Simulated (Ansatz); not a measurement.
Density of states of Ni (Fm-3m, a = 3.463 Å, b = 3.463 Å, c = 3.463 Å, α = 90.00°, β = 90.00°, γ = 90.00°), in states per eV and primitive cell, averaged over bins of 0.5 eV. Theory: Ansatz 0.2.0, DFT PBEsol, scalar-relativistic, plane waves, PAW.

Plane waves to 420 eV, a k mesh through Γ of 20×20×20 on the computed 1-atom cell and Gaussian smearing (0.10 eV); collinear spin from starting moments 0.73 μB.

The cell is relaxed at this level. The states (both spins) are summed by tetrahedra on a 30×30×30 mesh at the self-consistent density. Energies are bin centres; the table starts no lower than −8 eV and ends at 6 eV, or lower where the solved bands end.

It is a metal at this level.

```
E − E_F (eV) total Ni 3d down Ni 3d up Ni 4s up Ni 4s down
       -7.80   0.10        0.00      0.00      0.05        0.05
       -7.30   0.12        0.00      0.00      0.05        0.05
       -6.80   0.14        0.01      0.01      0.06        0.06
       -6.30   0.17        0.01      0.01      0.07        0.07
       -5.80   0.23        0.02      0.03      0.09        0.08
       -5.30   0.38        0.05      0.12      0.11        0.10
       -4.80   0.81        0.17      0.38      0.12        0.12
       -4.30   1.27        0.35      0.71      0.07        0.11
       -3.80   1.51        0.58      0.79      0.02        0.06
       -3.30   1.67        0.74      0.84      0.02        0.02
       -2.80   2.00        0.73      1.13      0.04        0.01
       -2.30   2.49        1.03      1.30      0.03        0.04
       -1.80   2.32        1.25      0.94      0.02        0.04
       -1.30   2.19        0.89      1.22      0.02        0.02
       -0.80   2.87        1.14      1.66      0.02        0.02
       -0.30   1.42        1.05      0.31      0.03        0.01
        0.20   1.49        1.29      0.10      0.04        0.02
        0.70   0.34        0.14      0.08      0.05        0.04
        1.20   0.31        0.10      0.06      0.05        0.05
        1.70   0.29        0.08      0.04      0.05        0.05
        2.20   0.27        0.06      0.03      0.05        0.05
        2.70   0.26        0.04      0.03      0.04        0.05
        3.20   0.24        0.03      0.02      0.04        0.04
        3.70   0.22        0.03      0.02      0.03        0.03
        4.20   0.19        0.02      0.01      0.02        0.03
        4.70   0.17        0.01      0.01      0.02        0.02
        5.20   0.14        0.01      0.01      0.01        0.01
        5.70   0.11        0.01      0.00      0.01        0.01
```

The columns after the total are the Löwdin projections on the occupied valence shells of the potentials. The rest of the total lies in shells that are empty in the free atom, which aren't projected, and between the atoms.

Only this magnetic start was tried.